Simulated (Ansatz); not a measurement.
**SiCl (SMILES [Si]Cl): levels of theory compared**

We compute a comparison of 4 runs (UPBE/def2-SVP, UB3LYP/6-31G*, UMP2/cc-pVDZ, UCCSD/6-31+G*) of SiCl. 

The results are computed with Ansatz 0.2.0.

9 further runs of the same task are left out: 1 that didn't finish, 8 set aside as unsound or not needed. Runs told in other sessions of the task aren't counted.

## (1) The molecule

SiCl has 2 atoms, charge 0, and is taken as a doublet. SMILES: `[Si]Cl`. The coordinates come from a PBE0-D4/def2-TZVP relaxation.

Bond lengths: Si1–Cl2 2.067 Å.

## (2) Energy and gradient at UPBE/def2-SVP (run 1)

Input file job.yaml:

```yaml
crystal:
  periodic: [false, false, false]
  atoms:
    - {symbol: Si, position_ang: [0.881810, -0.293660, 0.452120]}
    - {symbol: Cl, position_ang: [-0.881810, 0.293660, -0.452120]}
basis:
  gaussian: {orbitals: def2-SVP}
magnetization: {spin_polarized: true, initial_magnetization: 1}
hamiltonian: {xc: pbe}
accuracy: high
output: {forces: true, orbitals: {seedname: orbitals}}
```

Run with:

```console
$ ansatz run job.yaml --threads 1 --pin off --max-ram 3480MiB --events-out events.jsonl --progress --plain --runs-dir runs
```

The log of the run:

```text
Warning: RAYON_NUM_THREADS=1 ignored (pool sized by the plan → 1); use --threads N
Functional definition: PBE
  name "PBE"
  parameter kappa = 0.804
  parameter beta = 0.06672455060314922
  exchange = pbe_x(kappa = kappa, mu = beta*pi^2/3)
  correlation = pbe_c(beta = beta)
561 factors; integrals over basis functions are off by at most 3.9e-9 eV
mean field evaluation 1: about -20383.4952 eV, gradient 5.9e0 eV
mean field evaluation 2: about -20383.2295 eV, gradient 9.0e0 eV
mean field evaluation 4: about -20383.7059 eV, gradient 3.7e-1 eV
mean field evaluation 8: about -20383.7057 eV, gradient 2.5e-3 eV
mean field evaluation 16: about -20383.7057 eV, gradient 2.6e-7 eV
mean field -20383.70573333 eV, -749.0873691279 hartree, gradient 1.6e-8 eV, S^2 0.753628; 1 other end points of the search recorded, 0 dependent functions left out
the calculation of the forces begins
reference -20383.70573529 eV, -749.0873691999 hartree; 16, 15 occupied and 20, 21 virtual orbitals, 561 factors
Total energy: -20383.70573529 eV, -749.0873691999 hartree
Atom 0 at     0.881810    -0.293660     0.452120 Å, force     0.493027    -0.164188     0.252784 eV/Å
Atom 1 at    -0.881810     0.293660    -0.452120 Å, force    -0.493027     0.164188    -0.252784 eV/Å
Dipole moment:     0.090642    -0.030186     0.046474 e Å
```

Wall time 2.5 s (1 thread of Arm Neoverse V2, shared host); peak memory 0.11 GiB.

## (3) Energy and forces at UB3LYP/6-31G(d) (Cartesian functions) (run 2)

Input file in.yaml:

```yaml
crystal:
  periodic: [false, false, false]
  atoms:
    - {symbol: Si, position_ang: [0.881810, -0.293660, 0.452120]}
    - {symbol: Cl, position_ang: [-0.881810, 0.293660, -0.452120]}
basis:
  gaussian: {orbitals: "6-31G*"}
magnetization: {spin_polarized: true, initial_magnetization: 1}
hamiltonian: {xc: {name: B3LYP}}
accuracy: high
output: {forces: true, orbitals: {seedname: orbitals}}
```

Run with:

```console
$ ansatz run in.yaml --threads 1 --pin off --max-ram 3480MiB --events-out events.jsonl --progress --plain --runs-dir runs
```

The log of the run (excerpt; [...] marks lines left out):

```text
Warning: RAYON_NUM_THREADS=1 ignored (pool sized by the plan → 1); use --threads N
Functional definition: B3LYP
  name "B3LYP"
[...]
634 factors; integrals over basis functions are off by at most 3.3e-9 eV
[...]
mean field -20399.30975721 eV, -749.6608064286 hartree, gradient 6.5e-8 eV, S^2 0.753027; 1 other end points of the search recorded, 0 dependent functions left out
[...]
reference -20399.30978367 eV, -749.6608074011 hartree; 16, 15 occupied and 22, 23 virtual orbitals, 634 factors
Total energy: -20399.30978367 eV, -749.6608074011 hartree
Atom 0 at     0.881810    -0.293660     0.452120 Å, force     0.497098    -0.165543     0.254871 eV/Å
Atom 1 at    -0.881810     0.293660    -0.452120 Å, force    -0.497098     0.165543    -0.254871 eV/Å
Dipole moment:     0.179208    -0.059680     0.091883 e Å
```

It took 3.9 s on 1 thread of Arm Neoverse V2, shared host; peak memory 0.13 GiB.

## (4) Energy and forces at UMP2/cc-pVDZ (run 3)

Input file molecule.yaml:

```yaml
crystal:
  periodic: [false, false, false]
  atoms:
    - {symbol: Si, position_ang: [0.881810, -0.293660, 0.452120]}
    - {symbol: Cl, position_ang: [-0.881810, 0.293660, -0.452120]}
basis:
  gaussian: {orbitals: cc-pVDZ}
magnetization: {spin_polarized: true, initial_magnetization: 1}
correlation: {method: mp2, frozen_orbitals: {Cl: 5, Si: 5}}
accuracy: high
output: {forces: true, orbitals: {seedname: orbitals}}
```

Run with:

```console
$ ansatz run molecule.yaml --threads 1 --pin off --max-ram 3480MiB --events-out events.jsonl --progress --plain --runs-dir runs
```

The log of the run (excerpt; [...] marks lines left out):

```text
Warning: RAYON_NUM_THREADS=1 ignored (pool sized by the plan → 1); use --threads N
Functional definition: HF
  name "HF"
[...]
702 factors; integrals over basis functions are off by at most 3.6e-9 eV
[...]
mean field -20365.67902795 eV, -748.4248999240 hartree, gradient 2.4e-8 eV, S^2 0.768584; 4 other end points of the search recorded, 0 dependent functions left out
10 core orbitals not correlated: weight in the atoms' cores, before any rotation towards them, 1.000 or more for the frozen orbitals, at most 0.000 for the correlated occupied ones
reference -20365.67902795 eV, -748.4248999240 hartree; 6, 5 occupied and 20, 21 virtual orbitals, 702 factors
second order -5.24218277 eV of doubles, -0.00000000 eV of singles
[...]
Total energy: -20370.92121072 eV, -748.6175465876 hartree
Atom 0 at     0.881810    -0.293660     0.452120 Å, force     0.549442    -0.182975     0.281709 eV/Å
Atom 1 at    -0.881810     0.293660    -0.452120 Å, force    -0.549442     0.182975    -0.281709 eV/Å
Dipole moment:     0.163612    -0.054486     0.083887 e Å
```

Run time: 1.1 s. Hardware: 1 thread of Arm Neoverse V2, shared host.

## (5) Energy and gradient at UCCSD/6-31+G(d) (spherical functions) (run 4)

Input file run.yaml:

```yaml
crystal:
  periodic: [false, false, false]
  atoms:
    - {symbol: Si, position_ang: [0.881810, -0.293660, 0.452120]}
    - {symbol: Cl, position_ang: [-0.881810, 0.293660, -0.452120]}
basis:
  gaussian:
    orbitals: 6-31+G_st_-spherical.json
magnetization:
  spin_polarized: true
  initial_magnetization: 1
correlation:
  method: ccsd
  frozen_orbitals: {Cl: 5, Si: 5}
accuracy: high
scf:
  omitted_lower_state_checks: [cluster_reference, increment]
output:
  forces: true
  orbitals: {seedname: orbitals}
```

The basis set 6-31+G* is read from a file made from the Basis Set Exchange's data (not shown).

Run with:

```console
$ ansatz run run.yaml --threads 1 --pin off --max-ram 3480MiB --events-out events.jsonl --progress --plain --runs-dir runs
```

The log of the run (excerpt; [...] marks lines left out):

```text
Warning: RAYON_NUM_THREADS=1 ignored (pool sized by the plan → 1); use --threads N
[... 2 set-up lines as earlier in the session ...]
[...]
737 factors; integrals over basis functions are off by at most 3.8e-9 eV
[...]
mean field -20364.54655111 eV, -748.3832821679 hartree, gradient 5.0e-8 eV, S^2 0.764420; 4 other end points of the search recorded, 0 dependent functions left out
10 core orbitals not correlated: weight in the atoms' cores, before any rotation towards them, 1.000 or more for the frozen orbitals, at most 0.000 for the correlated occupied ones
reference -20364.54655111 eV, -748.3832821679 hartree; 6, 5 occupied and 28, 29 virtual orbitals, 737 factors
second order -4.94445658 eV of doubles, -0.00000000 eV of singles
cycle   1  -5.43598024 eV  change   -4.9e-1 eV  update   7.0e-2
[...]
cycle  21  -5.67834809 eV  change  -4.8e-10 eV  update  7.0e-10
[...]
Total energy: -20370.22489920 eV, -748.5919576112 hartree
Atom 0 at     0.881810    -0.293660     0.452120 Å, force     0.192917    -0.064245     0.098912 eV/Å
Atom 1 at    -0.881810     0.293660    -0.452120 Å, force    -0.192917     0.064245    -0.098912 eV/Å
Dipole moment:     0.222154    -0.073982     0.113902 e Å
Checks for a lower state left out: cluster_reference, increment
```

It took 3.9 s on 1 thread of Arm Neoverse V2, shared host; peak memory 0.16 GiB.

## (6) All runs side by side

```csv
run,level,Cartesian functions,frozen core orbitals,energy (Eh),dipole moment (D),HOMO energy (eV),LUMO energy (eV),wall time
1,UPBE/def2-SVP,no,–,-749.087369,0.51,-3.96,-3.76,2.5 s
2,UB3LYP/6-31G* (Cartesian functions),yes,–,-749.660807,1.01,-4.90,-3.21,3.9 s
3,UMP2/cc-pVDZ,no,10,-748.617547,0.92,-7.83,0.19,1.1 s
4,UCCSD/6-31+G* (spherical functions),no,10,-748.591958,1.25,-7.94,-0.19,3.9 s
```

## (7) Results

| quantity | value |
| --- | --- |
| run 4: total energy | -748.59196 Eh |
| run 4: dipole moment (correlated density) | 1.25 D |
| run 4: HOMO energy (Hartree–Fock orbitals) (highest over α and β) | -7.94 eV |
| run 4: LUMO energy (Hartree–Fock orbitals) (lowest over α and β) | -0.19 eV |
| run 4: correlation energy (10 core orbitals frozen) | -208.7 mEh |
| run 4: ⟨S²⟩ of the reference determinant | 0.764 |
| run 4: T1 diagnostic | 0.017 |
| run 4: largest force on an atom | 0.226 eV/Å |

The dipole moment (its size) runs from 0.51 D (UPBE/def2-SVP) to 1.25 D (UCCSD/6-31+G*). The two ends differ in method and basis. Totals of different functionals can't be ranked against each other. All runs together took 11 s, the longest 3.9 s.
